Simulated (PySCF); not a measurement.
# BHO2 (SMILES O=BO) at r2SCAN/6-311G(d,p)

Aim: the vertical ionisation energy of BHO2 at r2SCAN/6-311G**, from 2 runs. Input form: a Python script.

The results are computed with PySCF 2.14.0.

## (1) The system as given

The species is BHO2 (4 atoms), meant as a singlet with charge 0. As SMILES, `O=BO`. Geometry: relaxed at PBE0-D4/def2-TZVP.

Bond lengths: O1–B2 1.210 Å, B2–O3 1.322 Å, O3–H4 0.960 Å. Angles: O1–B2–O3 177.5°, B2–O3–H4 117.0°.

## (2) A single-point energy at r2SCAN/6-311G(d,p)

Input file run.py:

```python
# O=BO
from pyscf import gto, dft

mol = gto.M(
    atom=[
    ('O', (-1.555100, 0.523500, 0.428500)),
    ('B', (-0.423900, 0.132000, 0.248600)),
    ('O', (0.816700, -0.302000, 0.108600)),
    ('H', (1.162300, -0.353500, -0.785700)),
],
    max_memory=1860,
    charge=0,
    verbose=3,
    basis='6-311g**',
)

myscf = dft.RKS(mol, xc='r2scan')
myscf.grids.level = 4
myscf.conv_tol = 1e-10
myscf.kernel()
if not myscf.converged:
    myscf = myscf.newton().run(myscf.mo_coeff, myscf.mo_occ)

energy = myscf.e_tot
print('E(%s) = %.9f' % ('R2SCAN', energy))
```

The run is started by

```
OMP_NUM_THREADS=1 python run.py
```

The program printed:

```text
converged SCF energy = -175.944408611781
E(R2SCAN) = -175.944408612
```

Wall time 8.1 s (1 thread of Arm Neoverse V1, shared host); peak memory 0.31 GiB.

## (3) The doublet cation

Input file job.py:

```python
from pyscf import gto, dft

mol = gto.Mole()
mol.atom = '''
O     -1.555100     0.523500     0.428500
B     -0.423900     0.132000     0.248600
O      0.816700    -0.302000     0.108600
H      1.162300    -0.353500    -0.785700
'''
mol.charge = 1
mol.basis = '6-311g**'
mol.max_memory = 1860
mol.spin = 1
mol.verbose = 3
mol.build()

mf = dft.UKS(mol)
mf.xc = 'r2scan'
mf.conv_tol = 1e-10
mf.grids.level = 4
mf.kernel()
if not mf.converged:
    mf = mf.newton().run(mf.mo_coeff, mf.mo_occ)

energy = mf.e_tot
print('Final energy', energy)
```

The run is started by

```
OMP_NUM_THREADS=1 python job.py
```

The program printed:

```text
WARN: HOMO -0.442171340443846 >= LUMO -0.442171340443853

converged SCF energy = -175.501033520251  <S^2> = 0.7629692  2S+1 = 2.0129274
Final energy -175.50103352025053
```

Wall time 18 s (1 thread of Arm Neoverse V1, shared host); peak memory 0.33 GiB.

## (4) Outcome

At r2SCAN/6-311G**:

```
                                          quantity          value
                        singlet BHO2: total energy  -175.94441 Eh
                       singlet BHO2: dipole moment         3.79 D
                         singlet BHO2: HOMO energy       -7.94 eV
                         singlet BHO2: LUMO energy       -0.19 eV
                       singlet BHO2: HOMO–LUMO gap        7.74 eV
                      doublet cation: total energy  -175.50103 Eh
doublet cation: HOMO energy (highest over α and β)      -17.82 eV
 doublet cation: LUMO energy (lowest over α and β)      -16.03 eV
                              doublet cation: ⟨S²⟩          0.763
vertical ionisation energy (to the doublet cation)      12.065 eV
```

What this shows: The vertical ionisation energy comes to 12.06 eV (278 kcal/mol). −ε(HOMO) before ionisation, 7.94 eV, is 4.13 eV below this ionisation energy. Mulliken charges (singlet BHO2) run from -0.33 on O3 to +0.35 on B2. Mulliken charges (doublet cation) run from -0.09 on O3 to +0.60 on B2.
